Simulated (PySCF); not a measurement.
Fill in the blanks.

Compound: nitric acid, HNO3.
Z-matrix (Å and degrees, PBE0-D3(BJ)/def2-SVP geometry), rows numbered from 1:
```
O 
N   1  1.2003
O   2  1.1864  1  130.03
O   2  1.3773  1  115.67  3  -179.98
H   4  0.9721  2  103.63  1     0.11
```

| property | level | value |
| --- | --- | --- |
| point group | PBE0-D3(BJ)/def2-SVP | ? |
| rotational constants A, B, C | PBE0-D3(BJ)/def2-SVP | 13.311, 12.474, 6.439 GHz |
| dipole moment | CAM-B3LYP/def2-SVPD | 2.47 D |
| HOMO energy | CAM-B3LYP/def2-SVPD | -11.24 eV |
| LUMO energy | CAM-B3LYP/def2-SVPD | -1.08 eV |
| lowest singlet excitation | TDDFT CAM-B3LYP/def2-SVPD | ? |
| strongest line among the 6 lowest singlet transitions | TDDFT CAM-B3LYP/def2-SVPD | ? |
| static isotropic polarisability | CAM-B3LYP/def2-SVPD | 25.1 au |
| electronic spatial extent ⟨r²⟩ about the centre of nuclear charge | CAM-B3LYP/def2-SVPD | ? |

Electronic properties: PySCF, gas phase, density fitting.

**Question.** What is the strongest line among the 6 lowest singlet transitions?

**Answer.** S3 at 7.47 eV (166 nm, f = 0.164).

**Question.** What is the electronic spatial extent ⟨r²⟩ about the centre of nuclear charge?

**Answer.** 195 bohr².

**Question.** What is the point group?

**Answer.** Cs.

**Question.** The lowest singlet excitation?

**Answer.** 4.90 eV (253 nm, f = 0.000).

The largest Löwdin shares of the HOMO are 0.47 on O1, 0.40 on O3, 0.08 on O4 and 0.04 on N2. The polarisability is 3.72 Å³ as a volume (1 au = 0.148185 Å³), or 0.78 au for each of the 32 electrons. With B = h/(8π²I), that is 505.379 GHz u Å² over I, the principal moments of inertia are 38.0, 40.5 and 78.5 u Å² (most abundant isotopes); the inertial defect Ic − Ia − Ib is 0.0 u Å² (zero for a rigid planar frame, negative otherwise). The principal polarisabilities are 16.2, 27.3 and 31.8 au; their mean is the isotropic value. The rotational constants make it an asymmetric top with κ = (2B − A − C)/(A − C) = 0.76, nearer the oblate limit (+1). The largest Löwdin shares of the LUMO are 0.38 on N2, 0.28 on O3, 0.26 on O1 and 0.07 on O4.

One conformer stands for the species.
